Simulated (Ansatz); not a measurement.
## C2H6O, singlet: the ladder up to RCCSDT(Q)

Geometry: MP2(full)/6-31G*, from the G2/97 set.

```yaml
atoms:
  - { symbol: C, position_ang: [0.0000, 1.1657, -0.2516] }
  - { symbol: O, position_ang: [0.0000, 0.0000, 0.5485] }
  - { symbol: C, position_ang: [0.0000, -1.1657, -0.2516] }
  - { symbol: H, position_ang: [0.0000, 2.0178, 0.4286] }
  - { symbol: H, position_ang: [0.8918, 1.2143, -0.8921] }
  - { symbol: H, position_ang: [-0.8918, 1.2143, -0.8921] }
  - { symbol: H, position_ang: [0.0000, -2.0178, 0.4286] }
  - { symbol: H, position_ang: [-0.8918, -1.2143, -0.8921] }
  - { symbol: H, position_ang: [0.8918, -1.2143, -0.8921] }
```

Basis cc-pVDZ; Ansatz 0.2.0. Only valence electrons are correlated (noble-gas cores frozen), which leaves 20 electrons in 69 orbitals. Prefix R: restricted or restricted open-shell reference. Active spaces: frontier = (8e, 8o) about the gap.

Full CI isn't at hand for all of this; RCCSDT(Q) serves as the reference, and is uncertain by about the last step of the cluster series.

The UHF ⟨S²⟩ is 0.000 and the T1 diagnostic (RCCSD) is 0.0093. The largest doubles amplitude (RCCSD) is 0.022.

Problem. From what is known of these methods and the diagnostics, rank them by the size of their error in total energy against RCCSDT(Q) in cc-pVDZ, smallest first (an estimate: the text doesn't fix the numbers).
A. RCCSD(T)
B. RCCSD
C. MRCISD+Q (frontier space)
D. RCCSDT
E. CISD

Solution. D (0.61 kcal/mol), A (1.04 kcal/mol), C (4.33 kcal/mol), B (9.17 kcal/mol), E (46.83 kcal/mol).

All errors are against RCCSDT(Q) in cc-pVDZ. Within each family the higher level lies nearer, as is usual though not guaranteed.

Atomization energy (electronic, same basis, no zero-point term; atoms at the same level, unrestricted beside the R rows where the molecule is a closed shell, with restricted open-shell steps beyond CCSDT(Q)) at RCCSDT(Q): 3100.4 kJ/mol. Errors of other levels:

```json
{"level": "RHF", "error (kJ/mol)": "-699.4"}
{"level": "RMP2", "error (kJ/mol)": "18.6"}
{"level": "CISD", "error (kJ/mol)": "-179.3"}
{"level": "RCCSD", "error (kJ/mol)": "-29.3"}
{"level": "RCCSD(T)", "error (kJ/mol)": "-2.1"}
{"level": "BCCD(T)", "error (kJ/mol)": "-1.6"}
{"level": "RCCSDT", "error (kJ/mol)": "-2.3"}
```

This basis is far from its limit, so the value isn't to be set against a measured one. Truncated CI isn't size-consistent, which counts against it in atomization.
